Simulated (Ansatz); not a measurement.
## B20 (FeSi-type) FeSi: Voigt–Reuss–Hill shear modulus by level of theory

No measured value is used here.

```tsv
level (code)	value (GPa)	cell (Å³/atom)
LDA (Ansatz)	158	10.42
PBE (Ansatz)	142	11.00
PBEsol (Ansatz)	153	10.67
```

The crystal itself was run without spin with LDA, PBE, PBEsol. Each level is taken at its own relaxed cell. Ansatz's density-functional and Hartree–Fock values are scalar-relativistic unless marked +SOC, with PAW data made under PBE.

Ansatz is a quantum-chemistry and plane-wave program.
